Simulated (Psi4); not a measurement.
# H3O+ (oxonium) at TPSSh/aug-cc-pVTZ

Aim: the energy change on altering one bond length of H3O+ (oxonium) at TPSSh/aug-cc-pVTZ, from 2 runs. 

Program for the calculation: Psi4 1.11.

### 1 The structure to begin with

The species is H3O+ (4 atoms), meant as a singlet with charge +1. As SMILES, `[OH3+]`. The shape is that of a PBE0-D4/def2-TZVP optimisation.

Bond lengths: O1–H2 0.978 Å, O1–H3 0.978 Å, O1–H4 0.978 Å. Angles: H2–O1–H3 113.0°, H2–O1–H4 113.0°, H3–O1–H4 113.0°.

### 2 A single-point energy at TPSSh/aug-cc-pVTZ

File h3o.json:

```json
{
  "schema_name": "qcschema_input",
  "schema_version": 1,
  "molecule": {
    "schema_name": "qcschema_molecule",
    "schema_version": 2,
    "symbols": ["O", "H", "H", "H"],
    "geometry": [0.34387346, -0.10714747, -0.09970195, 0.4139634, 1.73560006, 0.02861045, -0.77269012, -0.69596723, -1.45013803, 0.01485325, -0.93248536, 1.52126732],
    "molecular_charge": 1,
    "molecular_multiplicity": 1,
    "fix_symmetry": "c1",
    "fix_com": true,
    "fix_orientation": true
  },
  "driver": "energy",
  "model": {
    "method": "tpssh",
    "basis": "aug-cc-pVTZ"
  },
  "keywords": {
    "puream": true,
    "e_convergence": 1e-09,
    "d_convergence": 1e-08,
    "scf_type": "pk",
    "dft_radial_points": 99,
    "dft_spherical_points": 590,
    "scf_properties": ["QUADRUPOLE", "WIBERG_LOWDIN_INDICES", "MULLIKEN_CHARGES"]
  }
}
```

On the command line:

```sh
$ psi4 --qcschema h3o.json -n 1 --memory 2200MB
```

stdout:

```text
[...]
  Running in c1 symmetry.
[...]
  Nuclear repulsion =   13.956307389084099
[...]
  Multiplicity = 1
[...]
  Nalpha       = 5
  Nbeta        = 5
[...]
    Number of basis functions: 115
[...]
   @RKS iter   1:   -76.64159031035952    1.58590e-01   4.86360e-03 DIIS/ADIIS
[...]
   @RKS iter   8:   -76.73432124196820   -2.27374e-13   8.09267e-10 DIIS
[...]
    Orbital Energies [Eh]
    ---------------------
    Doubly Occupied:
       1A    -19.488560     2A     -1.430316     3A     -0.918189
       4A     -0.918159     5A     -0.718818
[...]
  @RKS Final Energy:   -76.73432124196820
   => Energetics <=
    Nuclear Repulsion Energy =             13.9563073890840990
    One-Electron Energy =                -128.6003696699296768
    Two-Electron Energy =                  46.4303379700434178
    DFT Exchange-Correlation Energy =      -8.5205969311660592
    Empirical Dispersion Energy =           0.0000000000000000
    VV10 Nonlocal Energy =                  0.0000000000000000
    Total Energy =                        -76.7343212419682033
[...]
 Multipole Moments:
 ------------------------------------------------------------------------------------
     Multipole            Electronic (a.u.)      Nuclear  (a.u.)        Total (a.u.)
 ------------------------------------------------------------------------------------
 L = 1.  Multiply by 2.5417464519 to convert [e a0] to [Debye]
 Dipole X            :         -2.6814914            2.4071142           -0.2743772
 Dipole Y            :          0.8355517           -0.7500323            0.0855194
 Dipole Z            :          0.7774224           -0.6978759            0.0795465
 Magnitude           :                                                    0.2982014
 L = 2.  Multiply by 1.3450342976 to convert [e a0^2] to [Debye ang]
 Quadrupole XX       :         -6.0693352            1.7146280           -4.3547072
 Quadrupole XY       :         -0.1598225            0.9476301            0.7878076
[...]
  Mulliken Charges: (a.u.)
   Center  Symbol    Alpha    Beta     Spin     Total
       1     O     3.89404  3.89404  0.00000  0.21192
       2     H     0.36865  0.36865  0.00000  0.26270
       3     H     0.36865  0.36865  0.00000  0.26270
       4     H     0.36866  0.36866  0.00000  0.26268
   Total alpha =  5.00000, Total beta =  5.00000, Total charge =  1.00000
  Wiberg Bond Indices using Orthogonal Lowdin Orbitals:
[...]
```

The result, in JSON:

```text
{
 "driver": "energy",
 "model": {
  "method": "tpssh",
  "basis": "aug-cc-pVTZ"
 },
 "success": true,
 "return_result": -76.7343212419682,
 "properties": {
  "calcinfo_nbasis": 115,
  "calcinfo_nmo": 115,
  "calcinfo_nalpha": 5,
  "calcinfo_nbeta": 5,
  "calcinfo_natom": 4,
  "nuclear_repulsion_energy": 13.956307389084099,
  "return_energy": -76.7343212419682,
  "scf_one_electron_energy": -128.60036966992968,
  "scf_two_electron_energy": 46.43033797004342,
  "scf_xc_energy": -8.52059693116606,
  "scf_dipole_moment": [-0.27437722198938497, 0.08551944370598397, 0.07954653266068712],
  "scf_total_energy": -76.7343212419682,
  "scf_iterations": 8
 }
}
```

Run time: 32 s. Hardware: 1 thread of AMD EPYC 7R43 (Zen 3), shared host; peak memory 0.8 GiB.

### 3 The distorted shape: energy and forces at TPSSh/aug-cc-pVTZ

File calc.in:

```
memory 2200 MB

molecule {
  1 1
  O
  H 1 0.978205
  H 1 1.1249 2 113.02582
  H 1 0.978188 2 113.01489 3 -129.94024
  symmetry c1
}

set {
  basis aug-cc-pVTZ
  puream true
  e_convergence 1e-09
  d_convergence 1e-08
  scf_type pk
  dft_radial_points 99
  dft_spherical_points 590
}

result, w = gradient("tpssh", return_wfn=True)
oeprop(w, "LOWDIN_CHARGES", "MULLIKEN_CHARGES", "QUADRUPOLE")
```

On the command line:

```sh
$ psi4 -n 1 calc.in calc.out
```

calc.out (excerpt; [...] marks lines left out):

```text
[...]
  Running in c1 symmetry.
[...]
  Nuclear repulsion =   13.346049755232938
[...]
  Multiplicity = 1
[...]
  Nalpha       = 5
  Nbeta        = 5
[...]
    Number of basis functions: 115
[...]
   @RKS iter   1:   -76.62804996250826    1.20898e-01   4.78083e-03 ADIIS/DIIS
[...]
   @RKS iter   9:   -76.72156305281042   -1.25056e-12   1.15614e-09 DIIS
[...]
  @RKS Final Energy:   -76.72156305281042
   => Energetics <=
    Nuclear Repulsion Energy =             13.3460497552329382
    One-Electron Energy =                -127.5998330936759260
    Two-Electron Energy =                  46.0050363699031521
    DFT Exchange-Correlation Energy =      -8.4728160842705886
    Empirical Dispersion Energy =           0.0000000000000000
    VV10 Nonlocal Energy =                  0.0000000000000000
    Total Energy =                        -76.7215630528104242
[...]
  -Total Gradient:
     Atom            X                  Y                   Z
    ------   -----------------  -----------------  -----------------
       1       -0.007154380159    -0.069640859035     0.033237055825
       2        0.001783559889    -0.002208925945    -0.001560207647
       3        0.002455975852     0.073093530182    -0.032328940284
       4        0.002913956120    -0.001243306944     0.000652351944
[...]
 Multipole Moments:
 ------------------------------------------------------------------------------------
     Multipole            Electronic (a.u.)      Nuclear  (a.u.)        Total (a.u.)
 ------------------------------------------------------------------------------------
 L = 1.  Multiply by 2.5417464519 to convert [e a0] to [Debye]
 Dipole X            :          0.0381130           -0.5440755           -0.5059625
 Dipole Y            :          0.0185975            0.3604171            0.3790146
 Dipole Z            :         -0.0272005            0.1227688            0.0955683
 Magnitude           :                                                    0.6393617
 L = 2.  Multiply by 1.3450342976 to convert [e a0^2] to [Debye ang]
 Quadrupole XX       :         -5.5816693            1.5738503           -4.0078190
 Quadrupole XY       :         -0.5215487            1.5094669            0.9879181
[...]
  Mulliken Charges: (a.u.)
   Center  Symbol    Alpha    Beta     Spin     Total
[...]
```

Wall time 40 s (1 thread of AMD EPYC 7R43 (Zen 3), shared host); peak memory 0.81 GiB.

### 4 Outcome

At TPSSh/aug-cc-pVTZ:

```
                                                         quantity         value
                                        first shape: total energy  -76.73432 Eh
                                         first shape: HOMO energy     -19.56 eV
                                         first shape: LUMO energy      -7.56 eV
                                       first shape: HOMO–LUMO gap      12.00 eV
                                    distorted shape: total energy  -76.72156 Eh
                                     distorted shape: HOMO energy     -19.16 eV
                                     distorted shape: LUMO energy      -8.23 eV
                                   distorted shape: HOMO–LUMO gap      10.93 eV
                        distorted shape: largest force on an atom    4.112 eV/Å
energy change with the O1–H3 bond stretched from 0.978 to 1.125 Å      0.347 eV
```

In words: With the O1–H3 bond stretched from 0.978 to 1.125 Å the energy rises by 0.35 eV (8.0 kcal/mol). The first shape isn't relaxed at this level, so the change isn't measured from a minimum. Mulliken charges (distorted shape) run from +0.09 on O1 to +0.37 on H3; in a basis this large or diffuse they mean little.
